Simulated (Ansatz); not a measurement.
Polycrystal shear modulus (GPa) of 31 elemental solids other than molecular ones, computed with PBEsol (PAW; Ansatz, an electronic-structure program) and with r²SCAN in Ansatz (plane waves, PAW). The set holds measured phases with no doubt noted on the run or the magnetic state but for the caveats below. 7 more of the class have both values but aren't in it, for one of these reasons: built or high-temperature cells, doubts on the run or the magnetic state, unlike cells, values of zero, layered or molecular crystals. Solids without a value at one level (not run, failed, or a magnetic order lost), or held back for tests, aren't counted.

Every twentieth of the way through the set, in order of the shift (worked out from unrounded values):

```json
[
 {"solid": "hcp Tl", "PBEsol": "5.99", "r²SCAN": "4.10", "shift (%)": "-31"},
 {"solid": "fcc Pd", "PBEsol": "51.2", "r²SCAN": "39.5", "shift (%)": "-23"},
 {"solid": "fcc Sr", "PBEsol": "6.57", "r²SCAN": "5.19", "shift (%)": "-21"},
 {"solid": "fcc Pt", "PBEsol": "65.7", "r²SCAN": "52.0", "shift (%)": "-21"},
 {"solid": "hcp Sc", "PBEsol": "34.1", "r²SCAN": "27.6", "shift (%)": "-19.2"},
 {"solid": "fcc Pb", "PBEsol": "12.4", "r²SCAN": "10.3", "shift (%)": "-16.9"},
 {"solid": "hcp Y", "PBEsol": "27.1", "r²SCAN": "24.7", "shift (%)": "-8.6"},
 {"solid": "fcc Rh", "PBEsol": "175", "r²SCAN": "164", "shift (%)": "-6.2"},
 {"solid": "fcc Cu", "PBEsol": "61.9", "r²SCAN": "59.2", "shift (%)": "-4.4"},
 {"solid": "bcc Ba", "PBEsol": "6.40", "r²SCAN": "6.15", "shift (%)": "-3.9"},
 {"solid": "bcc Cs", "PBEsol": "0.69", "r²SCAN": "0.67", "shift (%)": "-3.7"},
 {"solid": "hcp Ru", "PBEsol": "217", "r²SCAN": "210", "shift (%)": "-3.3"},
 {"solid": "bcc K", "PBEsol": "1.26", "r²SCAN": "1.23", "shift (%)": "-2.8"},
 {"solid": "hcp Os", "PBEsol": "284", "r²SCAN": "281", "shift (%)": "-0.7"},
 {"solid": "bcc Li", "PBEsol": "5.03", "r²SCAN": "5.01", "shift (%)": "-0.4"},
 {"solid": "hcp Cd", "PBEsol": "24.6", "r²SCAN": "24.7", "shift (%)": "0.0"},
 {"solid": "bcc Na", "PBEsol": "3.02", "r²SCAN": "3.06", "shift (%)": "+1.4"},
 {"solid": "hcp Ti", "PBEsol": "47.2", "r²SCAN": "51.9", "shift (%)": "+10.0"},
 {"solid": "fcc Ca", "PBEsol": "8.51", "r²SCAN": "9.46", "shift (%)": "+11.1"},
 {"solid": "hcp Mg", "PBEsol": "21.2", "r²SCAN": "23.9", "shift (%)": "+12.7"},
 {"solid": "fcc Al", "PBEsol": "27.0", "r²SCAN": "35.5", "shift (%)": "+31"}
]
```

The shift from PBEsol to r²SCAN has a median of -3.7 %, and eight in ten lie between -21 % and +11.1 %; r²SCAN is the larger in 9 of 31. Each level is at its own cell, so the shift holds the change of volume too.

Ansatz's runs of these crystals have no spin polarisation. Meta-GGA and hybrid levels favour moments, which can bear on fcc Pd, hcp Sc, fcc Pt, hcp Ti, hcp Y, fcc Rh.

Spin–orbit coupling is left out, also for the solids with elements from indium on (fcc Pt, hcp Os, bcc Ba, double-hcp La, hcp Tl, fcc Ir, hcp Re, bcc Cs, fcc Pb, fcc Au); its size isn't shown.

Each level is taken at its own relaxed cell. Ansatz's density-functional and Hartree–Fock values are scalar-relativistic unless marked +SOC, with PAW data made under PBE.
